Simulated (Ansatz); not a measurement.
A nudged elastic band was laid between two geometries of AlFH3N (6 atoms, charge 0, multiplicity 1).

Theory: RKS PBE-D4/def2-SVP in Ansatz.

- movable images: 4
- climbing image: no
- spring: 5.0 eV/Å²
- optimiser: quadratic models (default)
- start path: through a guess of the saddle point
- force threshold: 0.05 eV/Å
- iteration limit: 60
- end points: relaxed

Initial state:

```xyz
6
Properties=species:S:1:pos:R:3
Al 0.185 -0.016 0.165
H 0.256 -0.550 1.655
F 1.574 0.566 -0.582
N -1.320 -0.002 -0.774
H -2.224 -0.330 -0.427
H -1.414 0.332 -1.736
```

Final state:

```xyz
6
Properties=species:S:1:pos:R:3
Al -0.763 -0.459 0.811
H 1.617 0.036 0.866
F 1.322 0.299 0.001
N -1.532 -0.049 -0.779
H -2.526 -0.177 -1.000
H -1.061 0.351 -1.598
```

Problem. Which bonds break or form, and what moves?

Solution. Bonds broken: Al1–H2. Bonds formed: H2–F3. AlFH3N becomes AlH2N + FH.

Problem. Give the energies along the band, and the barrier.

Solution. It converged. The highest image is number 4 of 0 to 5, 256.3 kJ/mol above the first end and 10.3 kJ/mol above the last; the last end lies 246.0 kJ/mol above the first. Neighbouring images differ by up to 1.5 eV, so the band resolves the path poorly. No image climbed, so the highest image needn't sit at the top of the path. The orbitals stay closed-shell, which can raise the energy where a bond breaks towards radicals; this wasn't checked here.

```csv
image,path coordinate (Å),energy (kJ/mol),Al1–H2 (Å),H2–F3 (Å)
0,0.00,0.0,1.58,2.83
1,0.55,17.5,1.58,2.60
2,1.09,105.3,1.59,2.09
3,1.64,253.8,1.68,1.49
4,2.18,256.3,2.03,0.99
5,2.73,246.0,2.43,0.95
```

Problem. What is the geometry of the highest image?

Solution. 
```xyz
6
Properties=species:S:1:pos:R:3
Al -0.523 -0.408 0.608
H 1.430 -0.042 1.019
F 1.461 0.355 0.109
N -1.517 -0.031 -0.847
H -2.511 -0.290 -0.849
H -1.284 0.416 -1.739
```

Time of the run: 61 s on 1 thread of Arm Neoverse V2 (shared host), peak memory 0.097 GiB.
